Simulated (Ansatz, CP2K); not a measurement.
## How methods differ on PH2F (SMILES FP)

PH2F: 4 atoms, total charge 0, spin state singlet. SMILES: `FP`. The coordinates come from a GFN2-xTB relaxation.

Quantity: the vertical ionisation energy (to the doublet cation), in eV. The values are calculated.

```json
{"level": "PM3", "kind": "semi-empirical", "program": "CP2K", "value (eV)": "9.31", "less FCI/STO-3G": "+2.33", "CPU time (all runs)": "under 2 s"}
{"level": "HF/STO-3G", "kind": "Hartree–Fock", "program": "Ansatz", "value (eV)": "7.62", "less FCI/STO-3G": "+0.64", "CPU time (all runs)": "0.18 s"}
{"level": "SVWN5/STO-3G", "kind": "LDA", "program": "Ansatz", "value (eV)": "7.31", "less FCI/STO-3G": "+0.33", "CPU time (all runs)": "1.1 s"}
{"level": "BLYP/STO-3G", "kind": "GGA", "program": "Ansatz", "value (eV)": "7.31", "less FCI/STO-3G": "+0.33", "CPU time (all runs)": "1.8 s"}
{"level": "r2SCAN/STO-3G", "kind": "meta-GGA", "program": "Ansatz", "value (eV)": "7.66", "less FCI/STO-3G": "+0.68", "CPU time (all runs)": "5.1 s"}
{"level": "PBE0/STO-3G", "kind": "global hybrid", "program": "Ansatz", "value (eV)": "7.78", "less FCI/STO-3G": "+0.80", "CPU time (all runs)": "1.7 s"}
{"level": "CAM-B3LYP/STO-3G", "kind": "range-separated hybrid", "program": "Ansatz", "value (eV)": "7.83", "less FCI/STO-3G": "+0.85", "CPU time (all runs)": "2.1 s"}
{"level": "MP2/STO-3G", "kind": "perturbation theory", "program": "Ansatz", "value (eV)": "7.31", "less FCI/STO-3G": "+0.33", "CPU time (all runs)": "0.21 s"}
{"level": "CCSDTQ/STO-3G", "kind": "coupled cluster or CI", "program": "Ansatz", "value (eV)": "6.98", "less FCI/STO-3G": "0.00", "CPU time (all runs)": "23 s"}
{"level": "FCI/STO-3G", "kind": "exact in the basis", "program": "Ansatz", "value (eV)": "6.98", "less FCI/STO-3G": "0.00", "CPU time (all runs)": "0.52 s"}
```

FCI/STO-3G is exact within its basis and frozen core, so for wave-function methods in that basis the difference is their error; functionals converge differently with the basis, so for them it is only a difference. The values span 6.98 to 9.31 eV. All rows use very small basis sets, so none should be taken for the real molecule's value. In so small a basis fixed costs decide the times, and correlated methods can beat functionals. CPU times are rough (shared hosts, several kinds of processor and program).
